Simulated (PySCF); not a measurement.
CH$_{2}$Cl$_{2}$, charge +1, quartet, at the geometry of the source list (a state made from the parent by changing its charge; the spin is typed, not shown lowest); PySCF with MP2/3-21G.

The PySCF input:
```python
from pyscf import gto, scf, mp

mol = gto.Mole()
mol.atom = '''
    Cl   -1.449200    0.862500   -0.041200
    C    -0.002200   -0.155500    0.009000
    Cl    1.473300    0.819800   -0.055700
    H    -0.005700   -0.711500    0.945800
    H    -0.016200   -0.815300   -0.857800
'''
mol.basis = '3-21g'
mol.charge = 1
mol.spin = 3
mol.verbose = 4
mol.build()

mf = scf.UHF(mol)
mf.kernel()

pt = mp.MP2(mf)
pt.kernel()
print('E(MP2) = %.10f' % pt.e_tot)
```

The log (banner, timings and long lists left out):

```
PySCF version 2.14.0

[INPUT] verbose = 4
[INPUT] num. atoms = 5
[INPUT] num. electrons = 41
[INPUT] charge = 1
[INPUT] spin (= nelec alpha-beta = 2S) = 3
[INPUT] symmetry False subgroup None
[INPUT] Mole.unit = angstrom
[INPUT] Symbol           X                Y                Z      unit          X                Y                Z       unit  Magmom
[INPUT]  1 Cl    -1.449200000000   0.862500000000  -0.041200000000 AA   -2.738591099720   1.629888782437  -0.077856716332 Bohr   0.0
[INPUT]  2 C     -0.002200000000  -0.155500000000   0.009000000000 AA   -0.004157397474  -0.293852412370   0.017007535121 Bohr   0.0
[INPUT]  3 Cl     1.473300000000   0.819800000000  -0.055700000000 AA    2.784133499322   1.549197476918  -0.105257745138 Bohr   0.0
[INPUT]  4 H     -0.005700000000  -0.711500000000   0.945800000000 AA   -0.010771438910  -1.344540137628   1.787302968614 Bohr   0.0
[INPUT]  5 H     -0.016200000000  -0.815300000000  -0.857800000000 AA   -0.030613563218  -1.540693709358  -1.621007069652 Bohr   0.0

nuclear repulsion = 134.732516689966
number of shells = 23
number of NR pGTOs = 75
number of NR cGTOs = 39
basis = 3-21g
ecp = {}

******** <class 'pyscf.scf.uhf.UHF'> ********
method = UHF
initial guess = minao
damping factor = 0
level_shift factor = 0
DIIS = <class 'pyscf.scf.diis.CDIIS'>
diis_start_cycle = 1
diis_space = 8
diis_damp = 0
SCF conv_tol = 1e-09
SCF conv_tol_grad = None
SCF max_cycles = 50
direct_scf = True
direct_scf_tol = 1e-13
number electrons alpha = 22  beta = 19
Set gradient conv threshold to 3.16228e-05
init E= -953.064583544779

cycle= 1 E= -952.581324522984  delta_E= 0.483  |g|= 0.35  |ddm|= 5.32
cycle= 2 E= -952.666856375601  delta_E= -0.0855  |g|= 0.188  |ddm|= 2.01
cycle= 3 E= -952.686133030082  delta_E= -0.0193  |g|= 0.0457  |ddm|= 0.325
cycle= 4 E= -952.690793607075  delta_E= -0.00466  |g|= 0.0244  |ddm|= 0.381
cycle= 5 E= -952.692396994841  delta_E= -0.0016  |g|= 0.0124  |ddm|= 0.212
cycle= 6 E= -952.693041649437  delta_E= -0.000645  |g|= 0.00538  |ddm|= 0.136
cycle= 7 E= -952.693160328669  delta_E= -0.000119  |g|= 0.00168  |ddm|= 0.0303
cycle= 8 E= -952.693172938953  delta_E= -1.26e-05  |g|= 0.00118  |ddm|= 0.0104
cycle= 9 E= -952.693177058587  delta_E= -4.12e-06  |g|= 0.00117  |ddm|= 0.00303
cycle= 10 E= -952.693176539335  delta_E= 5.19e-07  |g|= 0.00114  |ddm|= 0.000432
cycle= 11 E= -952.693176082276  delta_E= 4.57e-07  |g|= 0.0011  |ddm|= 0.00115
cycle= 12 E= -952.693170408185  delta_E= 5.67e-06  |g|= 0.000235  |ddm|= 0.00666
cycle= 13 E= -952.693170422859  delta_E= -1.47e-08  |g|= 0.000128  |ddm|= 0.00122
cycle= 14 E= -952.693170461828  delta_E= -3.9e-08  |g|= 0.000147  |ddm|= 0.000176
cycle= 15 E= -952.693170358185  delta_E= 1.04e-07  |g|= 5.59e-05  |ddm|= 0.000753
cycle= 16 E= -952.693170365486  delta_E= -7.3e-09  |g|= 3.47e-05  |ddm|= 0.000451
cycle= 17 E= -952.693170370839  delta_E= -5.35e-09  |g|= 3.29e-05  |ddm|= 0.00028
cycle= 18 E= -952.693170376691  delta_E= -5.85e-09  |g|= 3.41e-05  |ddm|= 0.00032
cycle= 19 E= -952.693170365203  delta_E= 1.15e-08  |g|= 2.7e-05  |ddm|= 0.000688
cycle= 20 E= -952.69317035625  delta_E= 8.95e-09  |g|= 2.55e-05  |ddm|= 0.000715
cycle= 21 E= -952.693170348593  delta_E= 7.66e-09  |g|= 6.88e-06  |ddm|= 0.00142
cycle= 22 E= -952.693170348472  delta_E= 1.21e-10  |g|= 1.86e-06  |ddm|= 0.000271
Extra cycle  E= -952.693170348477  delta_E= -4.77e-12  |g|= 1.2e-06  |ddm|= 4.82e-06
converged SCF energy = -952.693170348477  <S^2> = 3.7734879  2S+1 = 4.0117268

******** <class 'pyscf.mp.ump2.UMP2'> ********
nocc = (np.int64(22), np.int64(19)), nmo = (39, 39)
E(UMP2) = -952.919929664904  E_corr = -0.226759316427059
E(SCS-UMP2) = -952.898586305911  E_corr = -0.205415957434348
E_corr(same-spin) = -0.0769560257055261
E_corr(oppo-spin) = -0.149803290721533
E(MP2) = -952.9199296649
```
